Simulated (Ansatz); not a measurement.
What each rung costs and misses: atomization of COF$_{2}$, singlet

Geometry (MP2(full)/6-31G*, from the G2/97 set):

```xyz
4

O     0.0000    0.0000    1.3501
C     0.0000    0.0000    0.1637
F     0.0000    1.0695   -0.6202
F     0.0000   -1.0695   -0.6202
```

Measured, as an electronic atomization energy: 1770.3 kJ/mol (G2/97 heats of formation of molecule and atoms, with zero-point and thermal terms from B3LYP taken off; Curtiss et al., J. Chem. Phys. 106, 1063 (1997), Staroverov et al., J. Chem. Phys. 119, 12129 (2003)). The measured value holds scalar relativity and spin–orbit coupling, which all computed ones lack, and core correlation, which the wave-function levels lack. Atoms are taken at the same level; beside RHF, RMP2 and RCC rows they are unrestricted. The atoms' steps beyond CCSDT(Q) are taken from restricted open-shell runs, which share full CI's core. Ansatz 0.2.0; the 6-31G* set has Cartesian d functions; a miss is computed less measured; times are wall times on shared hosts and scatter by a factor of two or so.

```csv
level,basis,miss (kJ/mol),time of the run,hardware
RHF,STO-3G,-904.5,0.12 s,1 CPU thread
PBE0,STO-3G,-92.7,0.33 s,1 CPU thread
RCCSD(T),6-31G,-455.6,0.36 s,1 CPU thread
B2PLYP,STO-3G,-279.3,0.39 s,1 CPU thread
RPA-PBE,STO-3G,-665.0,0.42 s,1 CPU thread
RHF,6-31G*,-679.0,0.42 s,1 CPU thread
PBE0,6-31G,-235.6,0.42 s,1 CPU thread
PBE,cc-pVDZ,107.7,0.45 s,1 CPU thread
SPW92,cc-pVTZ,429.2,0.54 s,1 CPU thread
RPA-PBE,6-31G,-642.5,0.6 s,1 CPU thread
B2PLYP,6-31G,-314.3,0.6 s,1 CPU thread
r2SCAN,STO-3G,-52.8,0.63 s,1 CPU thread
r2SCANh,STO-3G,-112.0,0.63 s,1 CPU thread
CISDTQ,STO-3G,-488.6,0.75 s,1 CPU thread
RPA-PBE,6-31G*,-273.8,0.87 s,1 CPU thread
RCCSD(T),cc-pVDZ,-178.8,0.87 s,1 CPU thread
B2PLYP,cc-pVDZ,-76.1,0.9 s,1 CPU thread
RCCSD(T),6-31G*,-127.6,0.93 s,1 CPU thread
r2SCANh,cc-pVDZ,-48.3,1.1 s,1 CPU thread
B3LYP,cc-pVTZ,-26.2,1.1 s,1 CPU thread
r2SCAN,6-31G*,24.2,1.1 s,1 CPU thread
r2SCANh,6-31G*,-16.4,1.2 s,1 CPU thread
CAM-B3LYP,cc-pVTZ,-2.0,1.4 s,1 CPU thread
wB97M-V,6-31G,-229.0,1.7 s,1 CPU thread
wB97X-V,6-31G*,9.8,1.8 s,1 CPU thread
revPBE,cc-pVQZ,17.0,1.9 s,H100 + 5 CPU threads
r2SCAN,cc-pVTZ,14.6,2 s (with forces),1 CPU thread
RCCSD(T),cc-pVQZ,-40.7,2 s,H100 + 5 CPU threads
B2PLYP,cc-pVQZ,-15.7,2.1 s,H100 + 5 CPU threads
RPA-PBE,cc-pVTZ,-209.4,2.1 s,1 CPU thread
r2SCAN0,cc-pVTZ,-79.3,2.1 s,1 CPU thread
BCCD(T),cc-pVQZ,-38.8,2.1 s,H100 + 5 CPU threads
RPA-PBE,cc-pVQZ,-180.6,2.3 s,H100 + 5 CPU threads
RCCSD(T),cc-pVTZ,-73.2,2.3 s (with forces),H100 + 5 CPU threads
full CI,STO-3G,-486.6,2.7 s,1 CPU thread
B97M-V,cc-pVTZ,-5.6,3 s,1 CPU thread
wB97X-V,cc-pVTZ,-1.2,3.1 s,1 CPU thread
wB97M-V,cc-pVTZ,2.4,4.5 s (with forces),1 CPU thread
RCCSDTQ,6-31G,-451.7,23 s,H100 + 5 CPU threads
RCCSDT(Q),cc-pVTZ,-72.3,45 s,H100 + 5 CPU threads
```

HF's time is that of a plain UHF run.

The smallest set from which on each level stays within 1 kcal/mol of its own cc-pVQZ value: RHF cc-pVTZ; PBE cc-pVTZ; r2SCAN cc-pVTZ; B3LYP cc-pVTZ; wB97M-V cc-pVTZ; B2PLYP none (cc-pVTZ is 2.2 kcal/mol off); RMP2 none (cc-pVTZ is 8.0 kcal/mol off); RCCSD(T) none (cc-pVTZ is 7.8 kcal/mol off).
